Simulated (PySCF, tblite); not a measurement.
# PH3O3: protonation, NMR shifts, part 2 of 2

tblite 0.8.0 and PySCF 2.14.0. Atoms count from 0.

### 13 NMR shifts: GIAO PBE0/pcSseg-1

Job settings and geometry (Å):

```
{"job": {"kind": "nmr", "xc": "PBE0", "basis": "pcSseg-1", "pop": false}, "charge": 0, "multiplicity": 1}
O     -0.973672    -0.727277    -0.700301
P     -0.161247    -0.063464     0.564514
O     -0.018610     1.460836    -0.032470
O      1.340276    -0.602470     0.170046
H     -1.921262    -0.734014    -0.521855
H      0.190540     2.078508     0.677731
H      1.548405    -1.399180     0.671798
```

Level: GIAO PBE0/pcSseg-1 NMR shielding, non-relativistic, gas phase.

Standard output:

```text
coarse grid: 6744 points
cycle   1  E = -568.2258170644  dE =  6.834e-01  |g| = 1.074e+00  |ddm| = 2.480e+00
cycle   2  E = -567.9374914860  dE =  2.883e-01  |g| = 1.646e+00  |ddm| = 1.583e+00
cycle   3  E = -568.4267862371  dE = -4.893e-01  |g| = 6.192e-02  |ddm| = 1.043e+00
cycle   4  E = -568.4276603827  dE = -8.741e-04  |g| = 1.985e-02  |ddm| = 8.572e-02
cycle   5  E = -568.4277472141  dE = -8.683e-05  |g| = 4.010e-03  |ddm| = 2.606e-02
cycle   6  E = -568.4277499281  dE = -2.714e-06  |g| = 7.347e-04  |ddm| = 2.872e-03
final grid: 61672 points
cycle   7  E = -568.4798242688  dE = -1.828e-05  |g| = 7.132e-03  |ddm| = 1.333e-02
cycle   8  E = -568.4798149874  dE =  9.281e-06  |g| = 1.013e-02  |ddm| = 8.873e-03
cycle   9  E = -568.4798320921  dE = -1.710e-05  |g| = 4.868e-04  |ddm| = 5.640e-03
cycle  10  E = -568.4798321360  dE = -4.386e-08  |g| = 1.555e-04  |ddm| = 5.169e-04
cycle  11  E = -568.4798321393  dE = -3.306e-09  |g| = 7.420e-05  |ddm| = 1.333e-04
cycle  12  E = -568.4798321403  dE = -9.660e-10  |g| = 1.012e-05  |ddm| = 5.162e-05
converged SCF energy = -568.4798321403

GIAO shielding tensors (ppm)
atom      isotropic    diamagn.    paramagn.     s11        s22        s33       span
  0 O      193.662     391.274    -197.612     84.850    221.859    274.277    189.427
  1 P      151.561     962.082    -810.521     98.944     99.934    255.804    156.860
  2 O      193.115     391.181    -198.067     83.260    220.843    275.242    191.982
  3 O      193.707     391.119    -197.412     84.485    221.566    275.070    190.585
  4 H       28.746      30.940      -2.194     22.400     24.795     39.041     16.641
  5 H       28.695      30.853      -2.159     22.410     24.727     38.947     16.537
  6 H       28.727      30.861      -2.134     22.398     24.773     39.010     16.613
```

It took 2.9 s on 1 thread of Arm Neoverse V1, shared host.

The references, computed at this level on geometries of the same kind, shield at (ppm): 1H TMS 31.27, 17O H2O 334.6, 31P H3PO4 310.1. Their shielding less the atom's gives the shift. The references are single molecules in the gas phase, so shifts against H2O, NH3, PH3, H3PO4 or CFCl3 are not on the usual liquid scales and can be off by tens of ppm. Atoms listed in one row are averaged.

| atoms | environment | σ (ppm) | δ (ppm) |
| --- | --- | --- | --- |
| H4, H5, H6 | hydrogen on an oxygen bonded to P | 28.72 | 2.54 |
| O0, O2, O3 | oxygen bonded to P, H | 193.5 | 141.1 |
| P1 | phosphorus bonded to 3 O | 151.6 | 158.6 |

### 14 NMR shifts (PH4O3+): GIAO PBE0/pcSseg-1

Job settings and geometry (Å):

```
{"job": {"kind": "nmr", "xc": "PBE0", "basis": "pcSseg-1", "pop": false}, "charge": 1, "multiplicity": 1}
O     -1.045997    -0.889467    -0.410130
P     -0.152241    -0.016438     0.517194
O     -0.153955     1.440407    -0.029100
O      1.302331    -0.565731     0.456975
H     -1.954438    -0.635827    -0.646347
H      0.437494     2.128756     0.319630
H      1.509002    -1.506377     0.590508
H     -0.633532    -0.046049     1.835351
```

Method: GIAO PBE0/pcSseg-1 NMR shielding, non-relativistic, gas phase.

Standard output:

```text
coarse grid: 7368 points
cycle   1  E = -568.5935262425  dE =  1.224e+00  |g| = 9.805e-01  |ddm| = 2.592e+00
cycle   2  E = -568.4096973602  dE =  1.838e-01  |g| = 1.414e+00  |ddm| = 1.394e+00
cycle   3  E = -568.7587564037  dE = -3.491e-01  |g| = 5.939e-02  |ddm| = 8.907e-01
cycle   4  E = -568.7594232698  dE = -6.669e-04  |g| = 7.045e-03  |ddm| = 4.274e-02
cycle   5  E = -568.7594299433  dE = -6.674e-06  |g| = 1.365e-03  |ddm| = 4.762e-03
final grid: 67040 points
cycle   6  E = -568.8115727555  dE = -1.785e-05  |g| = 6.606e-03  |ddm| = 1.177e-02
cycle   7  E = -568.8115656982  dE =  7.057e-06  |g| = 9.188e-03  |ddm| = 8.180e-03
cycle   8  E = -568.8115796386  dE = -1.394e-05  |g| = 3.671e-04  |ddm| = 4.947e-03
cycle   9  E = -568.8115796571  dE = -1.849e-08  |g| = 1.765e-04  |ddm| = 3.481e-04
cycle  10  E = -568.8115796620  dE = -4.893e-09  |g| = 5.538e-05  |ddm| = 1.149e-04
cycle  11  E = -568.8115796625  dE = -5.266e-10  |g| = 6.150e-06  |ddm| = 3.819e-05
converged SCF energy = -568.8115796625

GIAO shielding tensors (ppm)
atom      isotropic    diamagn.    paramagn.     s11        s22        s33       span
  0 O      234.676     390.386    -155.710    197.804    224.935    281.290     83.486
  1 P      303.755     964.121    -660.366    253.113    328.344    329.806     76.693
  2 O      233.687     390.430    -156.743    195.414    224.851    280.795     85.381
  3 O      234.063     390.243    -156.181    196.944    224.201    281.043     84.099
  4 H       25.420      27.909      -2.489     17.915     19.640     38.704     20.789
  5 H       25.396      27.789      -2.393     17.926     19.608     38.654     20.728
  6 H       25.405      27.808      -2.403     17.903     19.652     38.660     20.757
  7 H       23.331      24.973      -1.643     19.948     19.967     30.077     10.129
```

Wall time 3.3 s (1 thread of Arm Neoverse V1, shared host).

Shifts follow as δ = σ(reference) − σ, with reference shieldings (ppm) from runs at the same level and on the same kind of geometry: 1H TMS 31.27, 17O H2O 334.6, 31P H3PO4 310.1. The references are single molecules in the gas phase, so shifts against H2O, NH3, PH3, H3PO4 or CFCl3 are not on the usual liquid scales and can be off by tens of ppm. Atoms listed in one row are averaged.

| atoms | environment | σ (ppm) | δ (ppm) |
| --- | --- | --- | --- |
| H7 | hydrogen on a phosphorus bonded to 3 O | 23.33 | 7.94 |
| H4, H5, H6 | hydrogen on an oxygen bonded to P | 25.41 | 5.86 |
| O0, O2, O3 | oxygen bonded to P, H | 234.1 | 100.4 |
| P1 | phosphorus bonded to 3 O, H | 303.8 | 6.4 |

### 15 Spectra of the species

Job settings and geometry (Å):

```
{"job": {"kind": "pa", "geom": {"xc": "PBE0", "basis": "def2-SVP", "d3": "d3bj", "grid": 1}, "hess": 1, "level": {"xc": "wB97X", "basis": "def2-TZVP", "d3": "d3bj"}, "spectra": true}, "charge": 0, "multiplicity": 1}
O     -0.973672    -0.727277    -0.700301
P     -0.161247    -0.063464     0.564514
O     -0.018610     1.460836    -0.032470
O      1.340276    -0.602470     0.170046
H     -1.921262    -0.734014    -0.521855
H      0.190540     2.078508     0.677731
H      1.548405    -1.399180     0.671798
```

Standard output:

```text
nmr OP(O)O +0: GIAO PBE0/pcSseg-1 NMR shielding, non-relativistic, gas phase
nmr O[PH+](O)O +1: GIAO PBE0/pcSseg-1 NMR shielding, non-relativistic, gas phase
```

Wall time 6.2 s (1 thread of Arm Neoverse V1, shared host).

This step only lists the spectra that were run on the species above.

### 16 Single point (PH3O3): wB97X-D3(BJ)/STO-3G

Geometry: PBE0-D3(BJ)/def2-SVP.

Job settings and geometry (Å):

```
{"job": {"kind": "sp", "xc": "wB97X", "basis": "STO-3G", "d3": "d3bj", "grid": 2}, "charge": 0, "multiplicity": 1}
O     -0.973672    -0.727277    -0.700301
P     -0.161247    -0.063464     0.564514
O     -0.018610     1.460836    -0.032470
O      1.340276    -0.602470     0.170046
H     -1.921262    -0.734014    -0.521855
H      0.190540     2.078508     0.677731
H      1.548405    -1.399180     0.671798
```

Standard output:

```text
coarse grid: 6744 points
cycle   1  E = -561.6570020190  dE =  6.930e-01  |g| = 7.467e-01  |ddm| = 3.443e+00
cycle   2  E = -561.8136006027  dE = -1.566e-01  |g| = 4.104e-01  |ddm| = 1.680e+00
cycle   3  E = -561.8664852275  dE = -5.288e-02  |g| = 1.780e-02  |ddm| = 5.355e-01
cycle   4  E = -561.8666949588  dE = -2.097e-04  |g| = 3.901e-03  |ddm| = 5.284e-02
cycle   5  E = -561.8667088833  dE = -1.392e-05  |g| = 9.479e-04  |ddm| = 1.519e-02
cycle   6  E = -561.8667098742  dE = -9.908e-07  |g| = 2.863e-04  |ddm| = 5.090e-03
final grid: 61672 points
cycle   7  E = -561.8481084794  dE = -3.783e-06  |g| = 1.522e-03  |ddm| = 7.136e-03
cycle   8  E = -561.8481090404  dE = -5.610e-07  |g| = 7.833e-04  |ddm| = 3.033e-03
cycle   9  E = -561.8481092393  dE = -1.988e-07  |g| = 4.775e-05  |ddm| = 1.088e-03
cycle  10  E = -561.8481092413  dE = -2.049e-09  |g| = 1.007e-05  |ddm| = 2.046e-04
converged SCF energy = -561.8481092413
```

Run time: 0.57 s. Hardware: 1 thread of Arm Neoverse V1, shared host.

A normal end doesn't make this result sound: the basis STO-3G is minimal.

### 17 Single point (PH4O3+): wB97X-D3(BJ)/STO-3G

Geometry: PBE0-D3(BJ)/def2-SVP.

Job settings and geometry (Å):

```
{"job": {"kind": "sp", "xc": "wB97X", "basis": "STO-3G", "d3": "d3bj", "grid": 2}, "charge": 1, "multiplicity": 1}
O     -1.045997    -0.889467    -0.410130
P     -0.152241    -0.016438     0.517194
O     -0.153955     1.440407    -0.029100
O      1.302331    -0.565731     0.456975
H     -1.954438    -0.635827    -0.646347
H      0.437494     2.128756     0.319630
H      1.509002    -1.506377     0.590508
H     -0.633532    -0.046049     1.835351
```

Standard output:

```text
coarse grid: 7368 points
cycle   1  E = -562.0294464536  dE =  1.353e+00  |g| = 7.089e-01  |ddm| = 3.542e+00
cycle   2  E = -562.1765404846  dE = -1.471e-01  |g| = 3.643e-01  |ddm| = 1.674e+00
cycle   3  E = -562.2164714699  dE = -3.993e-02  |g| = 1.880e-02  |ddm| = 5.253e-01
cycle   4  E = -562.2167030886  dE = -2.316e-04  |g| = 4.713e-03  |ddm| = 5.512e-02
cycle   5  E = -562.2167188734  dE = -1.578e-05  |g| = 1.187e-03  |ddm| = 1.470e-02
cycle   6  E = -562.2167203228  dE = -1.449e-06  |g| = 2.361e-04  |ddm| = 5.482e-03
final grid: 67040 points
cycle   7  E = -562.1977829486  dE = -4.281e-06  |g| = 1.347e-03  |ddm| = 7.119e-03
cycle   8  E = -562.1977834123  dE = -4.636e-07  |g| = 6.405e-04  |ddm| = 2.958e-03
cycle   9  E = -562.1977835414  dE = -1.291e-07  |g| = 4.265e-05  |ddm| = 9.198e-04
cycle  10  E = -562.1977835427  dE = -1.264e-09  |g| = 1.600e-05  |ddm| = 1.508e-04
converged SCF energy = -562.1977835427
```

Wall time 0.6 s (1 thread of Arm Neoverse V1, shared host).

It converged, yet the result is unsound: the basis STO-3G is minimal.

### 18 Protonation: wB97X-D3(BJ)/STO-3G

This step combines the energies above: geometries from PBE0-D3(BJ)/def2-SVP, zero-point and thermal terms from PBE0-D3(BJ)/def2-SVP.

Job settings and geometry (Å):

```
{"job": {"kind": "pa", "geom": {"xc": "PBE0", "basis": "def2-SVP", "d3": "d3bj", "grid": 1}, "hess": 1, "level": {"xc": "wB97X", "basis": "STO-3G", "d3": "d3bj"}}, "charge": 0, "multiplicity": 1}
O     -0.973672    -0.727277    -0.700301
P     -0.161247    -0.063464     0.564514
O     -0.018610     1.460836    -0.032470
O      1.340276    -0.602470     0.170046
H     -1.921262    -0.734014    -0.521855
H      0.190540     2.078508     0.677731
H      1.548405    -1.399180     0.671798
```

Output (the driver's rows laid out field by field):

```text
protonation site by site, wB97X-D3(BJ)/STO-3G // PBE0-D3(BJ)/def2-SVP

row 1
  formula                 H4O3P
  charge                  1
  multiplicity            1
  smiles                  O[PH+](O)O
  kept                    yes
  pieces                  1
  point_group             C3
  atom                    1
  element                 P
  electronic              918.07
  enthalpy                898.02
  free_energy             865.89
  share_gas               1.0
```

Run time: 1.2 s. Hardware: 1 thread of Arm Neoverse V1, shared host.

**Diagnosis.** The input is at fault (the basis is minimal or nearly so), so its values are no properties of the molecule.

### 19 Outcome

The summary covers parts 1 to 2.

```
                                                               quantity                               value
                              strongest single infrared mode (GFN2-xTB)                924 cm⁻¹, 322 km/mol
                                           zero-point energy (GFN2-xTB)                       25.7 kcal/mol
                                                            point group                                  C3
                                   rotational constants (main isotopes)                7.39, 7.37, 4.50 GHz
                     proton affinity (−ΔH), P1 (wB97X-D3(BJ)/def2-TZVP)                        895.9 kJ/mol
 1H shifts against TMS (PBE0/pcSseg-1, means over atoms taken as alike)                            2.54 ppm
17O shifts against H2O (PBE0/pcSseg-1, means over atoms taken as alike)                           141.1 ppm
                               31P shifts against H3PO4 (PBE0/pcSseg-1)                           158.6 ppm
                                                                   runs  0 failed, 3 ended on unsound input
```

In words: All 15 modes are real, so the xTB geometry is a minimum. GFN2-xTB is a fitted tight-binding method: band positions and strengths are rough. Its intensities can rank the bands wrongly. The optimisation took 4 steps and gained 0.059 eV; among the close pairs (by a distance rule), P1–O3 changed most, from 1.632 to 1.643 Å (PBE0/def2-SVP). The proton affinity (−ΔH) at P1 is 895.9 kJ/mol at wB97X-D3(BJ)/def2-TZVP; zero-point and thermal terms move it by -20.1 kJ/mol from the electronic value. At PBE0/pcSseg-1: The largest span, 191 ppm, is at O0, O2, O3, where the paramagnetic term is -198 ppm.
